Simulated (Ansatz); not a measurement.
The input, for Ansatz 0.2.0:

```yaml
crystal:
  periodic: [false, false, false]
  atoms:
    - {symbol: Be, position_ang: [0.000000, 0.000000, 0.000000]}
    - {symbol: Na, position_ang: [0.000000, 0.000000, 5.151000]}
basis:
  gaussian: {orbitals: cc-pVDZ}
total_charge: -1
magnetization: {spin_polarized: false, initial_magnetization: 2}
correlation: {active_space: {window: {electrons: 12, orbitals: 8}, states: [{multiplicity: 3, weights: [0.5, 1]}, {multiplicity: 5, weights: [1]}]}}
```

```sh
$ ansatz run in.yaml --threads 1 --pin off --events-out ev --progress --plain --max-ram 2393MiB
```

Question: Roughly how long does this take on 1 thread of Arm Neoverse V1, shared host, and how much host memory?

Answer: 7 s wall and 0.21 GiB.

```
556 factors; integrals over basis functions are off by at most 1.6e-7 eV
mean field evaluation 1: about -4800.0125 eV, gradient 2.8e0 eV
mean field evaluation 2: about -4800.0202 eV, gradient 2.8e0 eV
mean field evaluation 4: about -4800.2813 eV, gradient 7.3e-1 eV
mean field evaluation 8: about -4800.3099 eV, gradient 6.4e-2 eV
mean field evaluation 16: about -4800.3153 eV, gradient 1.5e-1 eV
mean field evaluation 32: about -4800.3427 eV, gradient 2.4e-6 eV
mean field evaluation 64: about -4800.3103 eV, gradient 1.5e-6 eV
mean field evaluation 96: about -4800.3293 eV, gradient 5.5e-1 eV
mean field evaluation 128: about -4799.8538 eV, gradient 8.2e-1 eV
mean field evaluation 160: about -4800.2997 eV, gradient 6.1e-2 eV
mean field -4800.34268189 eV, -176.4093397705 hartree, gradient 2.4e-6 eV, S^2 2.000000; 14 other end points of the search recorded, 0 dependent functions left out
reference -4800.34268189 eV, -176.4093397705 hartree; 9, 7 occupied and 23, 25 virtual orbitals, 556 factors
state -4800.35066323 eV, -176.4096330790 hartree
state -4800.04977282 eV, -176.3985755604 hartree
state -4799.11352530 eV, -176.3641690986 hartree
Total energy: -4799.73545189 eV, -176.3870244794 hartree
```

The total printed last is the weighted mean of the 3 states, 0.615 eV above the lowest of them, and is no single state's energy.
